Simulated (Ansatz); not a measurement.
**CH2N2 (cyanamide): a two-point extrapolation**

The species is CH2N2 (5 atoms), meant as a singlet with charge 0. As SMILES, `N#CN`. The shape is that of a PBE0-D4/def2-TZVP optimisation.

MP2 energies, 3 core orbitals frozen (Ansatz 0.2.0):

```
      basis  X  functions  Hartree–Fock (Eh)  correlation (Eh)
cc-pV(D+d)Z  2         52        -147.925209         -0.445839
cc-pV(T+d)Z  3        118        -147.967570         -0.549363
cc-pV(Q+d)Z  4        225        -147.978193         -0.586634
```

The +d sets add a tight d function on Al to Ar only. The correlation energy converges as X⁻³, the Hartree–Fock energy about exponentially.

Problem. Estimate the basis-set limit from the two largest sets.

Solution. 
1. Correlation: E(∞) = (4³ E(4) − 3³ E(3))/(4³ − 3³) = (64 × (-0.586634) − 27 × (-0.549363))/37 = -0.613832 Eh.
2. Hartree–Fock: successive steps shrink by 0.251; summing the geometric tail gives -147.978193 + (-0.010623) × 0.251/(1 − 0.251) = -147.981749 Eh.
3. Total: -147.981749 + (-0.613832) = -148.595581 Eh.
4. cc-pV(Q+d)Z holds 95.6 % of the extrapolated correlation energy, cc-pV(T+d)Z 89.5 %.

This is an estimate of the method's limit, not an exact energy.
